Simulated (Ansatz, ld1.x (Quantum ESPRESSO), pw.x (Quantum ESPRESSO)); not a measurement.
From atom to crystal: TM potential for V (Z = 23)

ld1.x (Quantum ESPRESSO) 7.5 input, shortened:

```
&input
   title='V', zed=23., rel=1, dft='PW', iswitch=3,
   config='[Ar] 3d3 4s1.75 4p0.25'
 /
 &inputp
   pseudotype=2, tm=.true., lloc=-1, rcloc=2.50,
   nlcc=.false.
 /
3
4S  1  0   1.75   0.00  2.70  2.70  0.0
4P  2  1   0.25   0.00  3.75  3.75  0.0
3D  3  2   3.00   0.00  1.55  1.55  0.0
 &test
   configts(1)='3d3 4s1.75 4p0.25'
 /
```

Atomic tests: cutoffs needed: 90 Ry and 100 Ry (the cutoffs (Ry, on a coarse ladder) from which the occupation-weighted sum of valence levels, in a spherical-Bessel basis at the reference potential, stays within 10 and 1 mRy of its value at 400 Ry); ghost test: no extra level below or beside the all-electron valence levels (s, p, d, f tested) (spherical-Bessel basis up to 400 Ry, 20 bohr box); configuration tests: 1 of 9 tests not solved or not reliable.

Crystal test: bcc V in pw.x 7.5, no spin, 16³ k-points, Fermi–Dirac smearing 0.01 Ry, cutoffs 120/480 Ry. The reference is all-electron LAPW (Ansatz 0.2.0) with the same functional, mesh and smearing; V0 and B0 come from Birch–Murnaghan fits to the pressures at five volumes. Errors are pseudo minus all-electron; Δ is the rms difference of the E(V) curves that follow from these fits, minima aligned, over ±6 % about the mean V0. Mesh and smearing are coarse, so the numbers serve the comparison and aren't converged zero-temperature values; the lattice is a test structure that the element need not adopt.

```csv
V (Å³/atom),P all-electron (GPa),P pseudo (GPa)
11.850,13.47,2.68
12.162,7.15,-2.68
12.474,1.53,-7.44
12.786,-3.47,-11.68
13.098,-7.92,-15.43
```

All-electron: a0 = 2.929 Å (V0 = 12.57 Å³/atom), B0 = 206.3 GPa.

Pseudopotential: mean pressure error (GPa): -9.06; a0 (Å): 2.885; a0 error (%): -1.52; B0 error (%): +0.2; Δ (meV/atom): 25.6. The largest radius (3.75 bohr) exceeds half the bond length (2.39 bohr), so the spheres overlap, which is one possible source of error among others. This is a poor potential for the solid. Atomic configuration tests: 1 of 9 tests not solved or not reliable. The logarithmic derivative shows an extra or strongly shifted pseudo pole above the reference energy (s near 1.32 Ry).

Problem. At the middle volume, how do free energy and pressure move when the wave cutoff is lowered (ecutrho kept at four times it)?

Solution.

```json
{"cutoff (Ry)": "54", "shift of F (meV/atom)": "+3730.9", "shift of P (GPa)": "-177.85"}
{"cutoff (Ry)": "72", "shift of F (meV/atom)": "+407.5", "shift of P (GPa)": "-35.49"}
{"cutoff (Ry)": "96", "shift of F (meV/atom)": "+4.5", "shift of P (GPa)": "-0.90"}
```

The run at the middle volume (145 k-points, 8 iterations) took about 51 s on one core of a shared host (Neoverse-N1, 64 threads, 124 GiB, load 60).
